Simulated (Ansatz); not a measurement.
**SiNH₅: a ladder of functionals and wavefunction methods**

An exercise on one series of results from a longer session: the logs are not shown, and one member is left open.

Method: functionals in def2-TZVPP, the program's frozen cores in correlated methods; program: Ansatz 0.2.0, Gaussian basis.

Plan: LDA (SPW92), PBE-D4, revPBE-D4, BLYP-D4, r2SCAN-D4, B97M-V, PBE0-D4, B3LYP-D4, r2SCANh-D4, r2SCAN0-D4, HSE06-D4, BHLYP-D4, CAM-B3LYP-D4, LC-ωPBE, ωB97X-V, ωB97M-V, B2PLYP, PBE-QIDH; CCSD(T)/def2-SVP; CCSD(T)/def2-TZVPP; CCSD(T)/def2-QZVPP; extrapolation to the limit; RPA on PBE.

## The geometry

All runs share one geometry, relaxed beforehand with PBE0-D4 in a triple-zeta def2 set.

SMILES `N[SiH3]`, 7 atoms, charge 0, spin multiplicity 1.

Atoms are counted from 1 here; the program's logs count them from 0.

Bond lengths: N1–Si2 1.720 Å, N1–H3 1.007 Å, N1–H4 1.007 Å, Si2–H5 1.486 Å, Si2–H6 1.494 Å, Si2–H7 1.486 Å. Angles: Si2–N1–H3 119.6°, Si2–N1–H4 119.6°, H3–N1–H4 110.7°, N1–Si2–H5 107.9°, N1–Si2–H6 116.0°, N1–Si2–H7 107.9°, H5–Si2–H6 107.3°, H5–Si2–H7 110.5°, H6–Si2–H7 107.3°.

The first run:

Input file in.yaml:

```yaml
crystal:
  periodic: [false, false, false]
  atoms:
    - {symbol: N, position_ang: [-0.097708, -1.071027, -0.020896]}
    - {symbol: Si, position_ang: [0.128020, 0.632596, -0.095040]}
    - {symbol: H, position_ang: [-1.017741, -1.457766, -0.157438]}
    - {symbol: H, position_ang: [0.419035, -1.612875, 0.652936]}
    - {symbol: H, position_ang: [-0.528044, 1.126499, -1.333240]}
    - {symbol: H, position_ang: [-0.431496, 1.416634, 1.047139]}
    - {symbol: H, position_ang: [1.589234, 0.897941, -0.139161]}
basis:
  gaussian: {orbitals: def2-TZVPP}
hamiltonian: {xc: lda}
output: {orbitals: {seedname: orbitals}}
```

Command:

```
$ ansatz run in.yaml --threads 4 --pin off --events-out ev --progress --plain --max-ram 10444MiB
```

Among the steps run: LDA; PBE-D4 (GGA); revPBE-D4 (GGA); BLYP-D4 (GGA); r2SCAN-D4 (meta-GGA); B97M-V (meta-GGA); PBE0-D4 (hybrid); B3LYP-D4 (hybrid); r2SCANh-D4 (hybrid); r2SCAN0-D4 (hybrid); HSE06-D4 (hybrid); BHLYP-D4 (hybrid); CAM-B3LYP-D4 (range-separated); LC-ωPBE (range-separated); ωB97X-V (range-separated); ωB97M-V (range-separated); B2PLYP (double hybrid); PBE-QIDH (double hybrid).

One of the session's tables, all rows but one given; the rest of the session is left out.

It belongs to the step «Frontier levels by functional». 

```
  functional  HOMO (eV)  LUMO (eV)  gap (eV)
 LDA (SPW92)      -6.10      -0.66      5.45
      PBE-D4      -6.00      -0.49      5.51
   revPBE-D4      -5.96      -0.41      5.55
     BLYP-D4      -5.89      -0.44      5.45
   r2SCAN-D4      -6.31       0.07      6.38
      B97M-V      -6.46      -0.33      6.13
     PBE0-D4      -7.42       0.34      7.76
    B3LYP-D4      -7.19       0.05      7.25
  r2SCANh-D4      -6.84       0.33      7.17
  r2SCAN0-D4      -7.64       0.70      8.34
    HSE06-D4      -7.02      -0.03      6.98
    BHLYP-D4      -8.77       1.04      9.81
CAM-B3LYP-D4      -8.86       1.18     10.04
     LC-ωPBE     -10.26       2.43     12.69
     ωB97X-V          ?          ?         ?
     ωB97M-V      -9.78       1.85     11.63
```

Estimate the missing values for ωB97X-V.

As computed: HOMO (eV): -9.89; LUMO (eV): 2.26; gap (eV): 12.15. In the column «HOMO (eV)» it lies between LC-ωPBE (-10.26) and ωB97M-V (-9.78).
